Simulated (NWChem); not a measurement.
System: C2H6 anion, doublet; SMILES of the neutral closed-shell parent CC

NWChem input:

```
start job
memory heap 200 mb stack 900 mb global 1100 mb
charge -1
geometry units angstroms noautosym nocenter noautoz
  C      0.000000     0.000000     0.766327
  C      0.000000     0.000000    -0.766327
  H     -0.730139     0.730139     1.160625
  H      0.997388     0.267249     1.160625
  H     -0.267249    -0.997388     1.160625
  H     -0.997388    -0.267249    -1.160625
  H      0.730139    -0.730139    -1.160625
  H      0.267249     0.997388    -1.160625
end
basis spherical
  C library 6-31+g*
  H library 6-31+g*
end
dft
  odft
  mult 2
  xc m05-2x
  iterations 150
end
cosmo
  do_cosmo_smd true
  solvent water
end
task dft energy
```

Excerpt of the output:

```
             Northwest Computational Chemistry Package (NWChem) 7.3.0
             --------------------------------------------------------

                             Geometry "geometry" -> ""
                             -------------------------

 Output coordinates in angstroms (scale by  1.889725989 to convert to a.u.)

  No.       Tag          Charge          X              Y              Z
 ---- ---------------- ---------- -------------- -------------- --------------
    1 C                    6.0000     0.00000000     0.00000000     0.76632700
    2 C                    6.0000     0.00000000     0.00000000    -0.76632700
    3 H                    1.0000    -0.73013900     0.73013900     1.16062500
    4 H                    1.0000     0.99738800     0.26724900     1.16062500
    5 H                    1.0000    -0.26724900    -0.99738800     1.16062500
    6 H                    1.0000    -0.99738800    -0.26724900    -1.16062500
    7 H                    1.0000     0.73013900    -0.73013900    -1.16062500
    8 H                    1.0000     0.26724900     0.99738800    -1.16062500

 Effective nuclear repulsion energy (a.u.)      41.9152881487

                                 NWChem DFT Module
                                 -----------------

 Summary of "ao basis" -> "ao basis" (spherical)
 ------------------------------------------------------------------------------
       Tag                 Description            Shells   Functions and Types
 ---------------- ------------------------------  ------  ---------------------
 C                          6-31+g*                  8       18   4s3p1d
 H                          6-31+g*                  2        2   2s

 in cosmo_initialize ...
 calling solv_data for solv:h2o

 solvent parameters
 solvname_short: h2o
 solvname_long:  water
 dielec:       78.4000
 dielecinf:     1.7769
 aqueous SMD model solvent descriptors
 dielec:       78.4000
 sola:          0.8200

          ---------------
          -cosmo- solvent
          ---------------
 Cosmo: York-Karplus, doi: 10.1021/jp992097l
 dielectric constant -eps-     =  78.40
 screen = (eps-1)/(eps    )    =   0.98724
 surface charge correction     = lagrangian

   van der Waals surface
 --------------------------

[...]

                                COSMO-SMD solvation results
                                ---------------------------

             internal energy in gas <Psi(g)|H|Psi(g)> =       -79.720677359210
         internal energy in solvent <Psi(s)|H|Psi(s)> =       -79.714644450501
                               delta internal energy  =         0.006032908709 (    3.79 kcal/mol)
   total free energy in solvent <Psi(s)|H+V/2|Psi(s)> =       -79.801567093845
 polarization energy contribution <Psi(s)|V/2|Psi(s)> =        -0.086922643344 (  -54.54 kcal/mol)
    total free energy in solvent including G(SMD-CDS) =       -79.797831684940
                       G(SMD-CDS) energy contribution =         0.003735408905 (    2.34 kcal/mol)
     1 M fixed-concentration free energy of solvation =        -0.077154325730 (  -48.42 kcal/mol)

                    DFT Final Alpha Molecular Orbital Analysis
                    ------------------------------------------

 Vector    8  Occ=1.000000D+00  E=-4.567925D-01
              MO Center=  2.5D-08, -2.6D-08, -1.4D-07, r^2= 2.4D+00
   Bfn.  Coefficient  Atom+Function         Bfn.  Coefficient  Atom+Function
  ----- ------------  ---------------      ----- ------------  ---------------
     3      0.222111  1 C  px                 4     -0.222111  1 C  py
    21     -0.222111  2 C  px                22      0.222111  2 C  py
    37     -0.210367  3 H  s                 45     -0.210367  7 H  s
    38     -0.189928  3 H  s                 46     -0.189928  7 H  s
     7      0.123431  1 C  px                 8     -0.123431  1 C  py

 Vector    9  Occ=1.000000D+00  E=-4.567266D-01
              MO Center= -2.5D-08,  2.6D-08, -1.4D-07, r^2= 2.4D+00
   Bfn.  Coefficient  Atom+Function         Bfn.  Coefficient  Atom+Function
  ----- ------------  ---------------      ----- ------------  ---------------
     3      0.222121  1 C  px                 4      0.222121  1 C  py
    21     -0.222121  2 C  px                22     -0.222121  2 C  py
    39      0.182487  4 H  s                 41     -0.182487  5 H  s
    43      0.182487  6 H  s                 47     -0.182487  8 H  s
    40      0.164275  4 H  s                 42     -0.164275  5 H  s

 Vector   10  Occ=1.000000D+00  E=-6.241678D-02
              MO Center= -5.5D-09,  3.3D-09,  1.8D-06, r^2= 1.2D+01
   Bfn.  Coefficient  Atom+Function         Bfn.  Coefficient  Atom+Function
  ----- ------------  ---------------      ----- ------------  ---------------
    10      5.884208  1 C  s                 28     -5.884208  2 C  s
    13     -2.520443  1 C  pz                31     -2.520443  2 C  pz
     6      0.454895  1 C  s                 24     -0.454895  2 C  s
     2      0.105135  1 C  s                 20     -0.105135  2 C  s
     9     -0.079282  1 C  pz                27     -0.079282  2 C  pz

 Vector   11  Occ=0.000000D+00  E=-3.670186D-03
              MO Center=  5.9D-09, -6.8D-09, -1.9D-06, r^2= 1.1D+01
   Bfn.  Coefficient  Atom+Function         Bfn.  Coefficient  Atom+Function
  ----- ------------  ---------------      ----- ------------  ---------------
    10      0.844943  1 C  s                 28      0.844936  2 C  s
    13      0.650273  1 C  pz                31     -0.650276  2 C  pz
     6     -0.348387  1 C  s                 24     -0.348387  2 C  s
     9     -0.139584  1 C  pz                27      0.139584  2 C  pz
     5     -0.124929  1 C  pz                23      0.124929  2 C  pz

[...]
```

Level: M05-2X/6-31+G* (spherical d), spin-unrestricted, SMD on the gas-phase geometry. In the optimisation the excess spin sits in a1g (D3d, its own frame). All runs use the structure optimised with B3LYP/def2-SVPD, spin-unrestricted. The spin multiplicity was typed, not searched, and may not be the lowest. No stability test was run on the SCF state. The gas-phase anion has a positive highest level at the geometry level, so the gas reference is doubtful. Solvent: water.
